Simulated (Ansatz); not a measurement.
Born–Oppenheimer molecular dynamics of AlH6NO (9 atoms, charge 0, multiplicity 1). It starts at the highest image of a converged band. Of that band: The top lies less than 8 meV above the higher end, about what the thresholds resolve: that end is a shoulder or a very shallow well. A vibrational analysis at the climbing image gives one clearly imaginary mode, 362i cm⁻¹: a first-order saddle point.

Computed with Ansatz 0.2.0, RKS revPBE/def2-SVP.

```json
{
  "ensemble": "NVE (velocity Verlet)",
  "time step": "0.5 fs",
  "steps asked": "200",
  "starting velocities drawn for": "100 K",
  "seed": "8941"
}
```

First frame:

```xyz
9
Properties=species:S:1:pos:R:3
Al 0.086 0.338 0.026
O -0.165 -0.039 1.962
H -1.041 -0.332 2.278
H 1.506 -0.236 -0.439
H -1.303 0.018 -0.721
N 0.136 2.101 0.809
H 1.017 2.627 0.858
H -0.609 2.776 0.596
H -0.130 1.073 1.901
```

(1) How far do the bonds stretch over the last three quarters of this one trajectory? (Pairs bonded in most of those frames.)

Answers

(1) 
```csv
bond,mean (Å),spread (Å),shortest,longest
Al1–O2,1.774,0.052,1.70,1.89
Al1–H4,1.621,0.012,1.60,1.64
Al1–H5,1.618,0.006,1.61,1.63
Al1–N6,2.239,0.120,2.00,2.38
O2–H3,0.973,0.008,0.96,0.99
N6–H7,1.033,0.018,1.00,1.07
N6–H8,1.033,0.019,0.99,1.08
N6–H9,1.048,0.060,0.95,1.15
```

Mean temperature of the second half: 530 K. The conserved energy stayed within 0.32 meV per atom of its start (net change -0.14 meV per atom), so the integration is sound. The kinetic energy rose, since the run started high on the potential surface and went downhill. A run of 0.1 ps of so small a system gives no equilibrium averages. The orbitals stay closed-shell, which can raise the energy where a bond breaks towards radicals; this wasn't checked here.

Time of the run: 6.4 min on 1 thread of Arm Neoverse V1, on a shared host, peak memory 0.13 GiB.
